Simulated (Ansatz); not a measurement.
# Co (Co, hcp): the cost of one run

Program: Ansatz 0.2.0. Level of theory: DFT LDA, plane waves with PAW, scalar-relativistic. These are calculated values, not measurements.

### 1 The system as given

The structure is hexagonal, space group P6_3/mmc (No. 194). Conventional cell: a = 2.427 Å, b = 2.427 Å, c = 3.923 Å, α = 90.00°, β = 90.00°, γ = 120.00°. Co (site symmetry -6m2) has 12 Co at 2.41 to 2.43 Å as nearest neighbours.

Coordinates:

```xyz
2
Lattice="2.4274 0.0000 0.0000 -1.2137 2.1022 0.0000 0.0000 0.0000 3.9230" Properties=species:S:1:pos:R:3 pbc="T T T"
Co    0.0000    1.4014    0.9808
Co    1.2137    0.7007    2.9423
```

Starting moments (μB): +1.56 ×2.

### 2 Width 0.01 eV

The run at 0.01 eV.

The input, input.yaml:

```yaml
crystal:
  lattice:
    - [2.4273810165, 0.0, 0.0]
    - [-1.2136905082, 2.102173625, 0.0]
    - [0.0, 0.0, 3.9230481332]
  atoms:
    - { symbol: Co, position: [0.3333333333, 0.6666666667, 0.25], spin: 1.558 }
    - { symbol: Co, position: [0.6666666667, 0.3333333333, 0.75], spin: 1.558 }
hamiltonian:
  xc: lda
  pseudopotentials:
    kind: paw
    azcp:
      Co: "pseudopotentials/Co.paw.azcp"
basis:
  ecutwfc: 420
  fft_grid_basis: typed
kpoints:
  mp_grid: { grid: [15, 15, 8], shift: [0, 0, 0] }
magnetization:
  spin_polarized: true
scf:
  occupations: { method: gaussian, width: 0.01 }
  lower_state_search: "off"
output:
  stress: true
  write_density: true
  write_potential: true
  elf: true
  volumetric_format: npy
```

Run with:

```sh
ansatz run input.yaml --threads 2 --pin off --max-ram 5120MiB --backend cpu --events-out ev --progress --plain --runs-dir out
```

What time and memory should one allow on 2 threads of Arm Neoverse V1, shared host?

About 7.1 s, with a peak of 0.34 GiB.
